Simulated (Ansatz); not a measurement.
# CH6B2: the cost of one run

Method: RKS r2SCAN-D4/def2-SVP, in Ansatz 0.2.0.

### Step 1. The starting structure

Bond lengths: B1–C2 1.526 Å, C2–B3 1.587 Å, B1–H4 1.139 Å, B1–H5 1.222 Å, C2–H6 1.124 Å, C2–H7 1.115 Å, B3–H8 1.218 Å, B3–H9 1.145 Å. Angles: B1–C2–B3 109.5°, B1–C2–H6 109.1°, B1–C2–H7 109.5°, B3–C2–H6 110.3°, B3–C2–H7 110.2°, H6–C2–H7 108.1°, C2–B1–H4 122.8°, C2–B1–H5 122.3°, H4–B1–H5 114.9°, C2–B3–H8 116.8°, C2–B3–H9 123.7°, H8–B3–H9 119.3°.

Coordinates:

```xyz
9

B    -0.4687    0.5857   -1.0475
C     0.5775   -0.0741   -0.1539
B    -0.1079   -0.5695    1.1895
H    -1.3745    0.0271   -1.4528
H    -0.3885    1.7552   -1.3917
H     1.3896    0.6699    0.0729
H     1.0373   -0.9355   -0.6931
H     0.3537   -0.1392    2.2318
H    -0.9300   -1.3659    1.2277
```

### Step 2. Relaxing end A

Contents of input.yaml:

```yaml
crystal:
  periodic: [false, false, false]
  atoms:
    - { symbol: B, position_ang: [-0.4687, 0.5857, -1.0475] }
    - { symbol: C, position_ang: [0.5775, -0.0741, -0.1539] }
    - { symbol: B, position_ang: [-0.1079, -0.5695, 1.1895] }
    - { symbol: H, position_ang: [-1.3745, 0.0271, -1.4528] }
    - { symbol: H, position_ang: [-0.3885, 1.7552, -1.3917] }
    - { symbol: H, position_ang: [1.3896, 0.6699, 0.0729] }
    - { symbol: H, position_ang: [1.0373, -0.9355, -0.6931] }
    - { symbol: H, position_ang: [0.3537, -0.1392, 2.2318] }
    - { symbol: H, position_ang: [-0.93, -1.3659, 1.2277] }
basis:
  gaussian: { orbitals: def2-SVP }
hamiltonian:
  xc: r2scan
  dispersion: d4
relax:
  f_tol: 0.015
  max_steps: 40
```

On the command line:

```sh
> ansatz run input.yaml --threads 1 --pin off --max-ram 2048MiB --backend cpu --events-out ev --progress --plain --runs-dir out
```

**Question.** How long does this run take on 1 thread of Arm Neoverse V1, shared host, and how much memory does it need?

About 19 s, with a peak of 0.12 GiB.
